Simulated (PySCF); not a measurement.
# Vertical excitation energies

Species: 2,4-hexadiyne, C6H6.
Numbering: `[CH3:1][C:2]#[C:3][C:4]#[C:5][CH3:6]` (hydrogens: H7, H8, H9 on C1; H10, H11, H12 on C6)

Structure used (PBE0-D3(BJ)/def2-TZVP), in Å, numbered top down from 1:
```
atom  x, y, z in Å
C1     2.7133   -1.9309    0.2983
C2     1.5413   -1.0909    0.1887
C3     0.5622   -0.3893    0.0969
C4    -0.5466    0.3973   -0.0066
C5    -1.5291    1.0941   -0.0988
C6    -2.7081    1.9238   -0.2094
H7     2.9150   -2.1860    1.3420
H8     3.5960   -1.4258   -0.1026
H9     2.5777   -2.8636   -0.2558
H10   -2.6020    2.8361    0.3835
H11   -2.8853    2.2150   -1.2481
H12   -3.5945    1.3919    0.1466
```

The calculation used TDDFT CAM-B3LYP/aug-cc-pVTZ, vertical, gas phase, core orbitals frozen in the response in PySCF 2.14.0, density-fitted response routines. Isolated species at its PBE0-D3(BJ)/def2-TZVP geometry, gas phase.

Q: What does the calculation give for the low-lying excited states?

A: 

| state | E (eV) | ν̃ (cm⁻¹) | f | \|μ\| (D) | main configurations (H = HOMO, L = LUMO) |
| --- | --- | --- | --- | --- | --- |
| S1 | 4.78 | 38520 | 0.0000 | 0.00 | H-1/H→L+6 (≥28%), H-1/H→L+7 (≥27%), H-1/H→L+2 (≥18%) |
| S2 | 4.95 | 39960 | 0.0008 | 0.20 | H-1/H→L+7 (≥30%), H-1/H→L+6 (≥18%) |
| S3 | 4.95 | 39960 | 0.0007 | 0.19 | H-1/H→L+6 (≥30%), H-1/H→L+7 (≥18%) |
| S4 | 5.88 | 47460 | 0.0000 | 0.01 | H-1/H→L (≥80%), H-1/H→L+8 (≥12%) |
| S5 | 5.88 | 47460 | 0.0000 | 0.00 | H-1/H→L (≥80%), H-1/H→L+8 (≥12%) |
| S6 | 6.32 | 50940 | 0.0005 | 0.15 | H-1/H→L+1 (≥85%) |
| S7 | 6.32 | 50940 | 0.0005 | 0.15 | H-1/H→L+1 (≥85%) |
| S8 | 6.89 | 55600 | 0.026 | 1.00 | H-1/H→L+3 (≥43%), H-1/H→L+7 (≥19%), H-1/H→L+2 (≥17%) |
| S9 | 6.89 | 55610 | 0.0017 | 0.25 | H-1/H→L+2 (≥34%), H-1/H→L+6 (≥15%) |
| S10 | 6.89 | 55610 | 0.0020 | 0.28 | H-1/H→L+2 (≥31%), H-1/H→L+3 (≥17%) |

Triplets, Tamm–Dancoff:

```tsv
state	E (eV)	λ (nm)	main configurations (H = HOMO, L = LUMO)
T1	3.94	314.7	H-1/H→L+6 (≥27%), H-1/H→L+7 (≥27%), H-1/H→L+2 (≥16%)
T2	4.32	287.1	H-1/H→L+6 (≥20%), H-1/H→L+7 (≥20%), H-1/H→L+2 (≥13%)
T3	4.32	287.1	H-1/H→L+7 (≥20%), H-1/H→L+6 (≥20%), H-1/H→L+3 (≥13%)
```

The lowest singlet comes at 260 nm (461 kJ/mol) in the ultraviolet; it is dark (f under 0.0005); its leading configuration is HOMO-1/HOMO→LUMO+6 (≥28%). The most intense listed level is S8 at 6.89 eV (180 nm, f = 0.026), 2.12 eV above S1. S2/S3, S4/S5, S6/S7 and S8/S9/S10 lie within about 0.01 eV of each other in each set. Löwdin shares by element: HOMO (one of a set within 0.03 eV) carbon 82% or more (atoms not listed hold the other 18%); LUMO hydrogen 62% or more (atoms not listed hold the other 38%). Of the 10 states listed, 1 reaches f = 0.01 and 3 stay under 0.0005. The oscillator strengths of these states sum to 0.032; summed over the whole spectrum of an exact calculation they would give the number of electrons, 42 (Thomas–Reiche–Kuhn). The listed states span 2.12 eV, and the widest gap between neighbours is 0.93 eV (S3 to S4). Orbitals of the list HOMO-3 to LUMO+2 that lie within 0.01 eV of each other are written together with a slash and their weights summed (≥ marks a lower bound); for degenerate orbitals outside that list single weights are arbitrary. Only the lowest 10 singlets were computed, as vertical energies without vibronic structure.
